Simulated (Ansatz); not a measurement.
The input, for Ansatz 0.2.0:

```yaml
crystal:
  periodic: [false, false, false]
  atoms:
    - {symbol: Si, position_ang: [0.000000, -0.164211, 1.154241]}
    - {symbol: Mg, position_ang: [0.000000, 0.134891, -1.363812]}
    - {symbol: H, position_ang: [0.000000, 1.322922, 0.724272]}
basis:
  gaussian: {orbitals: STO-3G}
magnetization: {spin_polarized: false, initial_magnetization: 1}
correlation: {method: fci, electrons: outside_noble_gas}
scf: {lower_state_search: full}
output: {forces: true}
```

```sh
$ ansatz run in.yaml --threads 1 --pin off --events-out ev --progress --plain --max-ram 2393MiB
```

The program prints:

```
306 factors; integrals over basis functions are off by at most 2.9e-7 eV
mean field evaluation 1: about -13145.9931 eV, gradient 5.1e0 eV
mean field evaluation 2: about -13146.0079 eV, gradient 5.1e0 eV
mean field evaluation 4: about -13146.1183 eV, gradient 2.1e-1 eV
mean field evaluation 8: about -13146.1186 eV, gradient 6.4e-5 eV
mean field evaluation 16: about -13145.4083 eV, gradient 1.7e-3 eV
mean field evaluation 32: about -13145.1231 eV, gradient 1.5e0 eV
mean field evaluation 64: about -13146.1186 eV, gradient 8.9e-7 eV
mean field -13146.11856790 eV, -483.1109466112 hartree, gradient 1.4e-6 eV, S^2 0.750000; 7 other end points of the search recorded, 0 dependent functions left out
mean field evaluation 96: about -13145.8285 eV, gradient 8.1e-1 eV
determinant -13146.11856790 eV, -483.1109466112 hartree, with singles and doubles -13148.10789017 eV, -483.1840528562 hartree
determinant -13145.40827553 eV, -483.0848438479 hartree, with singles and doubles -13147.21402704 eV, -483.1512039921 hartree
10 core orbitals not correlated: weight in the atoms' cores, before any rotation towards them, 1.000 or more for the frozen orbitals, at most 0.000 for the correlated occupied ones
reference -13146.11856790 eV, -483.1109466112 hartree; 4, 3 occupied and 5, 6 virtual orbitals, 306 factors
state -13148.15335535 eV, -483.1857236708 hartree
the calculation of the forces begins
mean field evaluation 128: about -13146.1186 eV, gradient 1.4e-6 eV
Total energy: -13148.15335535 eV, -483.1857236708 hartree
Atom 0 at     0.000000    -0.164211     1.154241 Å, force     0.000000     0.779709    -2.157432 eV/Å
Atom 1 at     0.000000     0.134891    -1.363812 Å, force    -0.000000    -0.591303     1.379127 eV/Å
Atom 2 at     0.000000     1.322922     0.724272 Å, force    -0.000000    -0.188406     0.778305 eV/Å
Dipole moment:    -0.000000     0.040045    -0.864471 e Å
```

Forces (eV/Å):
```
Si   0.000  0.780 -2.157
Mg   0.000 -0.591  1.379
H    0.000 -0.188  0.778
```

Ran on 1 thread of Intel Xeon, shared host: 0.69 s wall, 0.09 GiB peak host memory.
